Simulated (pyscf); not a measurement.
**Routes from F–Ge:–F (SMILES [F][Ge][F]) [singlet] + H₂ (SMILES [H][H])**

Candidate steps break at most two bonds and form at most two. Each was searched with GFN2-xTB (tblite) first. Structures and frequencies: ωB97X-D3(BJ)/def2-SVP in PySCF. Energies: ωB97M-D3(BJ)/def2-TZVP, kJ/mol, from the separated reactants, singlet surface; ΔG‡ with ideal gas, 1 atm, RRHO with modes under 100 cm⁻¹ raised to 100, one conformer, R ln 2 for chiral ones without a mode under 150 cm⁻¹.

| products | type | ΔE‡ | ΔE | ΔG‡ 298 K | ΔG‡ 900 K | ν‡ (cm⁻¹) |
|---|---|---|---|---|---|---|
| HF + F–GeH: [singlet] | four-centre exchange | 144.5 | +137.9 | 179.7 | 250.4 | 1153i |
| F–GeH₂–F | insertion | 292.8 | -38.4 | 328.2 | 403.1 | 1666i |

Row 1: On the product side the descent ends in a bound adduct, 40.1 kJ/mol under the separated species and 45.2 kJ/mol under the saddle at ωB97X-D3(BJ)/def2-TZVP. 

Plain bond fissions and candidates not yet searched are not listed, and one of them may be faster. Each barrier is that of the saddle found; lower ones may exist. Elements up to Kr have no core potential and no relativistic terms here.
